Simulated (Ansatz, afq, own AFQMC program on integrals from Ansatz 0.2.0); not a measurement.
Two steps: Ansatz 0.2.0 writes the Fock matrix and Cholesky factors of the valence space, and afq projects on them the lowest state that overlaps trial and start.

```yaml
crystal:
  periodic: [false, false, false]
  atoms:
    - {symbol: N, position_ang: [0.000000, 0.000000, 1.119979]}
    - {symbol: C, position_ang: [0.000000, 0.000000, -0.025627]}
    - {symbol: H, position_ang: [0.000000, 0.000000, -1.094352]}
basis:
  gaussian: {orbitals: cc-pVDZ}
magnetization: {spin_polarized: false}
correlation: {method: ccsd_t, electrons: outside_noble_gas, hamiltonian_folder: ham}
```

```sh
$ ansatz run in.yaml --threads 1 --pin off --events-out ev --progress --plain --max-ram 1382MiB
```

afq runs on the folder ham with

```
--method phaseless --trial cisd --walkers 100 --populations 1 --least-time 40 --time-step 0.005 --steps-per-block 50 --equilibration-blocks 28 --max-blocks 300 --target-error 0.00038 --factor-cut 1e-05 --seed 3146 --release-times 0.24,0.51,0.99,1.62,2.4 --release-step 0.03 --release-every 4 --taylor-order 6
```

Times are imaginary, in 1/Eh. The walk had a cap of 512 s.

Log:

```
orbitals 31  electrons 5 5  factors 232 of 313
reference energy -92.88386333 Eh
CCSD correlation -0.29194922 Eh in 10 cycles, weight of the determinant in the CISD state 0.8896
energy of the start -93.175813 Eh
 block  time / (1/Eh)  mean weight  energy / Eh
     1     0.250  0.9984  -93.173821
     2     0.500  1.0006  -93.179277
     3     0.750  1.0018  -93.177913
     4     1.000  0.9989  -93.185460
     5     1.250  1.0002  -93.184697
     7     1.750  0.9983  -93.186050
     9     2.250  1.0020  -93.191338
    17     4.250  0.9999  -93.185571
    33     8.250  0.9998  -93.175872
    41    10.250  1.0002  -93.234677
    49    12.250  0.9992  -93.189648
    65    16.250  1.0011  -93.222999
    81    20.250  0.9982  -93.188611
    97    24.250  0.9995  -93.189691
   113    28.250  0.9984  -93.195488
   129    32.250  0.9997  -93.184879
   145    36.250  0.9996  -93.180686
   161    40.250  1.0010  -93.197965
   177    44.250  1.0031  -93.201331
   193    48.250  1.0003  -93.182754
   209    52.250  1.0022  -93.193594
   225    56.250  0.9994  -93.186022
   241    60.250  0.9977  -93.187621
   257    64.250  0.9981  -93.204723
   273    68.250  0.9990  -93.187287
   289    72.250  1.0006  -93.180614
   305    76.250  1.0007  -93.196782
   321    80.250  1.0002  -93.182141
blocks merged  error / Eh  count
     1  0.000461  300
     2  0.000579  150
     4  0.000703  75
     8  0.000813  37
    16  0.000839  18
    32  0.000724  9
released: time / (1/Eh)  energy / Eh  error  mean overlap
  0.24  -93.189468  0.000653  0.9979
  0.51  -93.189233  0.000504  0.9998
  0.99  -93.189767  0.000491  0.9945
  1.62  -93.188789  0.000583  0.9926
  2.40  -93.188925  0.000694  0.9885
energy -93.190229 +/- 0.000839 Eh
(rows thinned)
```

The run passed its tests (sampling time, drift between the halves within three errors, error under three times the target), which doesn't prove that it has relaxed.

Against this walk (error 22.8 meV) on the same determinant: CCSD(T) 75.0 meV higher, CCSDT(Q) 31.6 meV higher (within the noise). The error is statistical and leaves out the bias of the constraint. Released to 2.40 1/Eh the energy moves by 35 ± 30 meV (both errors), within twice the noise.

Cautions: constraint bias not in the error; error above the target (22.8 against 10.3 meV).

The walk took 3.6 min on 1 thread of Arm Neoverse V2, with other jobs on the host. The log's last line is the phaseless energy.

CCSDT and higher add their correlation energy to the determinant of the CCSD(T) run, since their own runs factorise the integrals more tightly (a shift of under 2 meV). A walk keeps the symmetry of its determinant, which the program's search chose and which needn't be the lowest solution, so a lower state of the same spin and another symmetry isn't excluded.
